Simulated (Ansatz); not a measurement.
hydrogen isocyanide (SMILES [C-]#[NH+]) moved off its minimum; all values from Ansatz (a quantum-chemistry and plane-wave program), cores frozen in correlated methods.
(charge 0, multiplicity 1)
```xyz
3

C      0.08171    -0.03355    -0.81048
N      0.12118     0.05417     0.47330
H     -0.12383     0.19629     1.55439
```

Problem. Give the forces (eV/Å), the total energy and the dipole at CCSD(T)/aug-cc-pVTZ.

Solution. 
```csv
atom,Fx,Fy,Fz
C1,0.242,0.525,7.708
N2,-1.091,-0.036,-3.994
H3,0.848,-0.490,-3.714
```
Energy -93.2295 hartree, dipole 2.86 D.
